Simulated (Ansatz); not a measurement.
## Other spins and charges of OH, doublet at one geometry

Geometry (PBE0/def2-TZVP stationary point for this spin):

```yaml
atoms:
  - { symbol: O, position_ang: [0.0000, 0.0000, 0.0000] }
  - { symbol: H, position_ang: [0.0000, 0.0000, 0.9731] }
```

Basis cc-pVTZ; Ansatz 0.2.0. Only valence electrons are correlated (noble-gas cores frozen). Prefix R: restricted or restricted open-shell reference; prefix U: unrestricted. Active spaces: valence = (7e, 5o) chosen from the atoms' valence shells.

Gaps are energies of the second state less the first, at fixed atoms, for a selection of the levels run; each method lands on the state that its own search finds for that charge and spin.

For open shells CISD and CISDTQ are restricted-active-space CI with the open shells as a complete middle space.

PBE gives 7.883 eV for quartet less doublet. Estimate what full CI gives in cc-pVTZ.

Full CI in cc-pVTZ gives 7.770 eV, so against it PBE is off by 0.113 eV.

```csv
level,gap (eV),error (meV)
RHF,6.623,-1147
UHF,6.540,-1230
RMP2,7.821,51
UMP2,7.835,65
CISD,7.624,-146
RCCSD,7.722,-48
UCCSD,7.720,-50
RCCSD(T),7.767,-3
UCCSD(T),7.766,-4
BCCD(T),7.767,-3
RCCSDT,7.766,-4
UCCSDT,7.765,-5
CISDTQ,7.764,-6
RCCSDT(Q),7.769,-1
UCCSDT(Q),7.768,-2
RCCSDTQ,7.769,-1
UCCSDTQ,7.767,-3
CASSCF (valence space),7.302,-468
NEVPT2 (valence space),7.848,78
MRCISD (valence space),7.726,-44
MRCISD+Q (valence space),7.750,-20
r2SCAN,7.826,56
PBE0,7.747,-23
B3LYP,7.906,136
wB97M-V,7.871,101
B2PLYP,7.865,95
RPA-PBE,7.939,169
```

Removing an electron, to the triplet: 12.817 eV at full CI (doublet B2, triplet ion A2, in C2v).

```
                   level  gap (eV)  error (meV)
                   RCCSD    12.756          -61
                  UCCSDT    12.811           -6
               RCCSDT(Q)    12.816           -1
               UCCSDT(Q)    12.814           -3
                 UCCSDTQ    12.814           -3
  CASSCF (valence space)    11.376        -1441
  NEVPT2 (valence space)    12.607         -210
MRCISD+Q (valence space)    12.790          -27
                     PBE    13.152          335
                 wB97M-V    12.967          150
```

Full CI is exact within this basis and frozen core; it isn't the basis-set limit. The frozen core follows each run's orbitals, which can shift R against U totals by a few meV.
